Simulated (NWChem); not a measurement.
Species: H, doublet

Computed with NWChem. Spin-unrestricted. No stability test was run on the SCF state. Total energies compare along this basis series because the functional is fixed.

```tsv
level	basis functions	energy (Ha)	highest occupied level (eV)	lowest empty minus highest occupied level, either spin (eV)
PBE0/3-21G	2	-0.4964	…	…
PBE0/pcseg-1	5	-0.5004	-9.12	8.80
PBE0/aug-pcseg-1	9	-0.5004	-9.13	8.45
PBE0/pcseg-2	14	-0.5012	-9.13	8.62
PBE0/def2-TZVPP	14	-0.5010	-9.11	8.79
PBE0/def2-QZVP	30	-0.5013	-9.13	8.65
```

### Question
What belongs in the gaps?

### Answer

- PBE0/3-21G, highest occupied level (eV): -8.82
- PBE0/3-21G, lowest empty minus highest occupied level, either spin (eV): 9.43
